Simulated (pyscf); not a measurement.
This saddle point was located with ωB97X-D3(BJ)/def2-SVP in PySCF.

```xyz
8

C     -0.9636     0.0367    -0.3846
Zn     0.7483    -0.4466     1.0072
H     -0.6463     0.5251     1.0763
H     -1.9694     0.4793    -0.3802
H     -0.5369     0.1087    -1.3948
H      2.2270    -0.8112     0.8627
Cl    -1.1793    -1.7465    -0.0079
H     -0.3967     0.4144     2.0501
```

Surface: singlet, charge 0. Lowest wavenumbers (cm⁻¹): 1332i, 136, 290, 338, 457.

Problem. Name the species on either side of this saddle.

Solution. Cl–CH₂–ZnH + hydrogen (H₂) <-> chloromethane (H₃C–Cl) + ZnH₂, an exchange assisted by a bridging atom read from left to right: C–Zn, H–H broken and C–H, H–Zn formed. At ωB97M-D3(BJ)/def2-TZVP it lies +38.4 kcal/mol from the left side and +48.7 kcal/mol from the right (each side as separated species at their lowest minima found). On the product side the descent ends in a complex (not fully relaxed), 4.6 kcal/mol under the separated species and 51.1 kcal/mol under the saddle at ωB97X-D3(BJ)/def2-TZVP. At the saddle there is also a short H–Zn, Cl–Zn contact that neither side keeps, so another atom assists the step. Cl–CH₂–ZnH lies 52.1 kcal/mol over its isomer H₃C–Zn–Cl (electronic energy, ωB97M-D3(BJ)/def2-TZVP). One saddle was located; it need not be the lowest between these sides. Elements up to Kr have no core potential and no relativistic terms here.
